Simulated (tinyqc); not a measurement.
UHF in the sto-6g basis, for H2O, spin multiplicity 1, step by step. One step of it, computed by the program tinyqc.

Task: Iteration 2: DIIS coefficients. Solve [B -1; -1 0][c; lambda] = [0; -1] for the coefficients, which sum to one.

B (overlaps of the stored error matrices):
```
               1              2
1  1.1782427e+00  1.0430796e+00
2  1.0430796e+00  9.8667518e-01
```

Give: DIIS coefficients.

Result:

DIIS coefficients: -0.716  1.716
